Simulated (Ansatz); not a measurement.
`F/C=C(\F)CF`. Charge 0, multiplicity 1. Geometry: relaxed with PBE0-D4/def2-TZVP. It is one conformer, not always the lowest.

```xyz
9

F     2.011    0.818   -1.358
C     0.977    0.794   -0.520
C     0.265   -0.302   -0.323
F     0.544   -1.445   -0.955
C    -0.905   -0.431    0.589
F    -1.158    0.761    1.219
H     0.765    1.727   -0.019
H    -1.794   -0.726    0.020
H    -0.707   -1.197    1.346
```

(1) What is the dipole moment at PBE/def2-TZVPP? (An estimate is asked.)

(2) And with r2SCAN, B3LYP, ωB97M-V? (Best estimate.)

(3) Give the Mulliken charges with PBE, ωB97M-V, B3LYP in def2-TZVPP. (Best estimate.)

## Answers

(1) The calculation gave: 1.38 D, with components (-1.09, -0.35, 0.76) D in this frame, pointing from negative to positive charge.

(2) The calculation gave: r2SCAN 1.45 D, B3LYP 1.50 D, ωB97M-V 1.51 D.

(3) Ansatz gave: 
| atom | PBE | ωB97M-V | B3LYP |
| --- | --- | --- | --- |
| F1 | -0.15 | -0.18 | -0.19 |
| C2 | 0.01 | 0.05 | 0.05 |
| C3 | 0.15 | 0.15 | 0.17 |
| F4 | -0.16 | -0.19 | -0.20 |
| C5 | 0.05 | 0.05 | 0.09 |
| F6 | -0.19 | -0.22 | -0.24 |
| H7 | 0.11 | 0.12 | 0.13 |
| H8 | 0.09 | 0.11 | 0.10 |
| H9 | 0.09 | 0.11 | 0.10 |

B3LYP here is the variant with VWN-RPA as its local correlation; programs differ in this.
